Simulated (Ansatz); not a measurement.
A made-up structure of CH₆BS (charge +1), singlet:

B1  (0.938, -0.765, 0.582)
S2  (-0.668, 0.059, 0.605)
C3  (-1.069, 0.675, -1.094)
H4  (-1.637, 1.570, -1.127)
H5  (-0.768, 0.043, -1.890)
H6  (-0.428, 1.205, 1.275)
H7  (0.801, -1.694, -0.082)
H8  (1.749, -0.066, 0.164)
H9  (1.162, -1.084, 1.664)
(Å)

It is relaxed with PBE-D4/def2-SVP and then PBE0-D4/def2-TZVP (Ansatz 0.2.0). Atoms count as bonded within 1.22 times the sum of their covalent radii (H–H: 0.88 Å). The end point is not checked to be a true minimum.

Q: Does its bonding change? (A judgement: the text doesn't fix the answer.)

A: The calculation gives: No: no bond forms or breaks.

Where it ends: The first stage lowers the energy by 1.67 eV in 12 steps. It ends as CH₆BS ([BH3][SH][CH2]), total charge +1:
```xyz
9
angstrom
B 1.1643 -0.9311 0.6178
S -0.1838 0.4049 0.2109
C -1.2087 0.6423 -0.9944
H -1.8823 1.4944 -1.0080
H -1.2106 -0.0812 -1.8063
H -0.4211 1.4515 1.0390
H 1.0516 -1.6398 -0.3403
H 2.0791 -0.1431 0.6951
H 0.6917 -1.2548 1.6826
```

Labels in which every atom is bracketed show which atoms are joined, not bond orders.

For scale, one of the runs: PBE0-D4/def2-TZVP relaxation, 135 basis functions, launched by `ansatz run in.yaml --threads 2 --pin off --events-out ev --progress --plain --max-ram 4352MiB`. The run took about 20 s on 2 CPU threads of an Arm Neoverse V2 (shared host).
